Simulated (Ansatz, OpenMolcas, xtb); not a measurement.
## Ligand exchange: HCl + BH2(NH2) → NH3 + BH2Cl

Species: HCl (hydrogen chloride), singlet; BH2(NH2), singlet; NH3 (ammonia) `N`, singlet; BH2Cl `BCl`, singlet. The partners trade Cl for NH2: H–Cl and B–NH2 bonds give way to H–NH2 and B–Cl.

Shapes, held fixed at every level: PBE0-D4/def2-TZVP. Programs: Ansatz 0.2.0, OpenMolcas 26.06, xtb 6.7.1. The zero-point and thermal change to 298 K, harmonic and unscaled (PBE0-D4/def2-TZVP), is +2.5 kJ/mol.

Problem. Estimate ΔH(298 K) of this reaction.

Solution. The highest level, CCSD(T)/CBS estimate, gives ΔH(298 K) = +50.8 kJ/mol; the levels span +40.8 to +66.6. The column of differences is taken from that level and isn't an error. No measured value is set beside it here. The CBS estimate extrapolates MP2 from def2-TZVPP and def2-QZVPP and adds CCSD(T) − MP2 in the triple-zeta set, cores frozen.

| level | kind | ΔH(298 K) (kJ/mol) | less CCSD(T)/CBS estimate |
| --- | --- | --- | --- |
| GFN2-xTB | semi-empirical | +40.8 | -10.0 |
| SPW92/def2-TZVPP | LDA | +66.6 | +15.8 |
| r2SCAN-D4/def2-TZVPP | meta-GGA | +52.6 | +1.8 |
| B3LYP/6-31G* (Cartesian functions) | global hybrid | +48.8 | -2.0 |
| B3LYP-D4/def2-TZVPP | global hybrid | +55.7 | +4.9 |
| PBE0-D4/def2-TZVPP | global hybrid | +53.4 | +2.6 |
| r2SCAN0-D4/def2-TZVPP | global hybrid | +52.5 | +1.7 |
| MP2/def2-TZVPP | perturbation theory | +50.2 | -0.6 |
| CCSD(T)/CBS estimate | coupled cluster or CI | +50.8 | 0.0 |
